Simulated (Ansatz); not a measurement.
Geometry optimisation, RKS PBE-D4/def2-SVP (Ansatz).

The input (input.yaml):

```yaml
crystal:
  periodic: [false, false, false]
  atoms:
    - { symbol: B, position_ang: [-0.085846, 0.46717, -0.453796] }
    - { symbol: "N", position_ang: [-0.013289, -0.052095, 2.236557] }
    - { symbol: H, position_ang: [-0.795162, -0.14987, 2.898187] }
    - { symbol: H, position_ang: [0.846067, -0.276505, 2.754385] }
    - { symbol: H, position_ang: [1.076833, 0.153118, -0.612224] }
    - { symbol: H, position_ang: [-1.024401, -0.254136, -0.749598] }
    - { symbol: O, position_ang: [-0.303958, 1.778205, -0.046551] }
    - { symbol: H, position_ang: [-1.257197, 1.975028, -0.001505] }
    - { symbol: H, position_ang: [0.047353, 0.958784, 1.982344] }
basis:
  gaussian: { orbitals: def2-SVP }
hamiltonian:
  xc: pbe
  dispersion: d4
relax:
  f_tol: 0.03
  max_steps: 50
output:
  orbitals: {}
```

Run as:

```bash
$ ansatz run input.yaml --threads 1 --pin off --max-ram 2048MiB --backend cpu --events-out ev --progress --plain --runs-dir out
```

Problem. Where does it end, and by what steps?

Solution. The run converged. After 13 steps the energy has fallen by 0.551 eV; H4 moved furthest, 0.90 Å. Joined: B1–N2 (2.74 → 1.71 Å).

```
step  energy less start (eV)  largest force component (eV/Å)  accepted
   0                  0.0000                           0.574       yes
   1                 -0.0733                           1.366       yes
   2                 -0.2076                           1.311       yes
   3                 -0.3915                           0.946       yes
   4                 -0.3961                           2.172       yes
   5                 -0.5008                           0.487       yes
   6                 -0.5145                           0.295       yes
   7                 -0.5242                           0.144       yes
   8                 -0.5409                           0.059       yes
   9                 -0.4994                           1.213        no
  10                 -0.5477                           0.051       yes
  11                 -0.5485                           0.232       yes
  12                 -0.5511                           0.070       yes
  13                 -0.5514                           0.014       yes
```

```xyz
9
Properties=species:S:1:pos:R:3
B -0.049 0.465 0.162
N 0.023 0.197 1.845
H -0.905 0.220 2.293
H 0.467 -0.706 2.066
H 1.146 0.332 -0.134
H -0.782 -0.457 -0.231
O -0.533 1.806 0.000
H -1.465 1.797 -0.267
H 0.588 0.945 2.273
```

Whether the end is a true minimum wasn't checked by a vibrational analysis.

Time of the run: 25 s on 1 thread of Arm Neoverse V1, with other jobs on the host, peak memory 0.13 GiB.
